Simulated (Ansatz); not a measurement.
Relaxation of C$_{2}$H$_{7}$ (9 atoms, charge 0, multiplicity 2), to a largest force component of 0.03 eV/Å in at most 50 steps.

Level of theory: UKS B3LYP-D4/def2-SVP (Ansatz).

```xyz
9
Properties=species:S:1:pos:R:3
H 0.019 0.252 -0.368
C -0.083 -1.070 1.601
C 0.066 0.852 -1.274
H -0.197 -0.164 2.197
H -0.964 -1.577 1.206
H 0.912 -1.456 1.381
H -0.160 1.901 -1.034
H -0.668 0.477 -2.002
H 1.075 0.785 -1.706
```

Where does it end, and by what steps?

The run converged. After 4 steps the energy has fallen by 0.023 eV; H6 moved furthest, 0.22 Å.

```
step  energy less start (eV)  largest force component (eV/Å)  accepted
   0                  0.0000                           0.428       yes
   1                 -0.0018                           0.277       yes
   2                 -0.0186                           0.143       yes
   3                 -0.0196                           0.208       yes
   4                 -0.0226                           0.004       yes
```

```xyz
9
Properties=species:S:1:pos:R:3
H 0.026 0.339 -0.504
C -0.092 -1.184 1.773
C 0.074 0.948 -1.419
H -0.207 -0.282 2.374
H -0.974 -1.697 1.385
H 0.903 -1.577 1.562
H -0.152 1.996 -1.174
H -0.661 0.575 -2.147
H 1.082 0.882 -1.851
```

Whether the end is a true minimum wasn't checked by a vibrational analysis.

The run took 3.5 s on 2 threads of Intel(R) Xeon(R) 6975P-C (Granite Rapids) (shared host), peak memory 0.15 GiB.
